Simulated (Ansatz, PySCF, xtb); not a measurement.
Barrier height from HO + H2 to the transition structure H3O, without zero-point energy, on the benchmark's geometries as Psi4's copy of the set gives them.
Transition structure (charge 0, multiplicity 2):
```tsv
atom	x (Å)	y (Å)	z (Å)
O	-0.3011	-0.1080	0.0000
H	-0.4279	0.8516	0.0000
H	1.0155	-0.1004	0.0001
H	1.8210	0.1132	-0.0001
```
Reactant (charge 0, multiplicity 2):
```xyz
2

O      0.00000     0.00000     0.00000
H      0.96890     0.00000     0.00000
```

Open shells are unrestricted; no spin–orbit coupling.

Frozen-core correlation. CBS: X⁻³ extrapolation of the correlation energy, Hartree–Fock from the larger set.

Codes used: Ansatz (an electronic-structure program) with Gaussian orbitals; PySCF for M06-2X, the dispersion terms; xtb for the GFN methods. Each number belongs to the level named beside it. The GFN methods have no spin term and hold the electronic entropy of 300 K.

The comparison value is 0.226 eV (MP2/CBS(aug-cc-pVTZ, aug-cc-pVQZ) + ΔCCSD(T)/aug-cc-pVTZ). It is a level with limits of its own, not the exact answer.

Order these levels by how close they come to the comparison value for the barrier height, closest first: GFN1-xTB, M06-2X/def2-TZVPPD, HF/aug-cc-pVTZ, B3LYP-D4/def2-TZVPPD, r2SCAN/def2-TZVPPD. Give each level's value less the comparison value.

M06-2X/def2-TZVPPD (-0.011 eV), B3LYP-D4/def2-TZVPPD (-0.208 eV), r2SCAN/def2-TZVPPD (-0.284 eV), HF/aug-cc-pVTZ (0.689 eV), GFN1-xTB (-1.525 eV)
